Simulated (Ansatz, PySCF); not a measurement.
Molecule: trans-1,3-butadiene, C₄H₆ (charge 0, singlet). SMILES: C=CC=C
Coordinates optimised at B3LYP-D3(BJ)/def2-TZVP (Ansatz, an electronic-structure program):
```xyz
10

C      0.5975     1.7431     0.0042
C      0.5995     0.4091     0.0007
C     -0.5995    -0.4091    -0.0007
C     -0.5975    -1.7431    -0.0042
H      1.5168     2.3130     0.0051
H     -0.3292     2.3053     0.0062
H      1.5464    -0.1238    -0.0012
H     -1.5464     0.1238     0.0012
H      0.3292    -2.3053    -0.0062
H     -1.5168    -2.3130    -0.0051
```
Unstable Hartree-Fock reference: C=CC=C.

Quantity: enthalpy of formation at 298 K (from the atomisation energy, B3LYP-D3(BJ)/def2-TZVP harmonic zero-point and thermal terms from PySCF, and the atoms' enthalpies of formation in the G2/97 table; no spin-orbit terms, and no core term in the frozen-core levels), in kcal/mol. Valence correlation only, unless marked. Open shells are spin-unrestricted. No spin-orbit coupling. Non-relativistic. The coupled-cluster limit lacks core correlation, which all-electron functionals hold. CBS marks a two-point X^-3 extrapolation of the correlation energy; Hartree-Fock from the larger set. [CCSD(T)-MP2]/basis is that difference in the basis named.

Measured: 26.3 kcal/mol (G2/97 table in ASE (Curtiss et al.)); it holds spin-orbit and relativistic effects, and any other conformers, which these rows lack, and core correlation, which the frozen-core levels lack. This is an older compilation, not checked against later work.

```tsv
level	program	enthalpy of formation at 298 K (kcal/mol)	error against measurement
HF/cc-pVDZ	Ansatz	291.0	264.7
PBE-D4/def2-TZVPD	Ansatz + dftd4	2.0	-24.3
revPBE-D3(BJ)/def2-TZVPD	Ansatz + dftd3	27.4	1.1
revPBE/def2-TZVPD	Ansatz	38.0	11.7
LC-wPBE-D4/def2-TZVPD	Ansatz + dftd4	28.5	2.2
B2PLYP-D3(BJ)/def2-TZVPD	Ansatz + dftd3	34.5	8.2
CCSD/STO-3G	Ansatz	5.4	-20.9
CCSD/cc-pVTZ	Ansatz	67.0	40.7
CCSD(T)/STO-3G	Ansatz	3.7	-22.6
RI-MP2/CBS(cc-pVTZ,cc-pVQZ)+[CCSD(T)-MP2]/cc-pVTZ	Ansatz	29.1	2.8
```
